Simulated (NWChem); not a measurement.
Atomisation of methanethiol (CH$_{4}$S)

SMILES: CS
```xyz
6

C      1.0546     0.4794     0.0000
S     -0.5765    -0.3455     0.0000
H      1.2086     1.0963     0.9067
H      1.8077    -0.3318     0.0000
H      1.2086     1.0963    -0.9067
H     -1.3282     0.7906     0.0000
```
Charge 0, spin multiplicity 1.

The numbers come from NWChem runs, not from measurements. Structure: optimised with PBE/def2-SVP, a minimum by its harmonic frequencies.

Basis set: def2-TZVP. The atomisation energy is electronic alone: no zero-point, thermal, spin-orbit or counterpoise terms. No value is extrapolated to the basis-set limit. Free atoms are single determinants with multiplicities C 3, S 3, H 2.

B3LYP has NWChem's definition, with VWN1-RPA local correlation. The stability of the SCF solutions was not checked. Open-shell Hartree-Fock references start from PBE0 orbitals.

### Question
For the atomisation energy, HF gives 348.2 kcal/mol and LDA (SVWN5) gives 535.1 kcal/mol. What do PBE0, B3LYP, BLYP give?

### Answer
PBE0: 471.7 kcal/mol; B3LYP: 470.2 kcal/mol; BLYP: 466.8 kcal/mol.
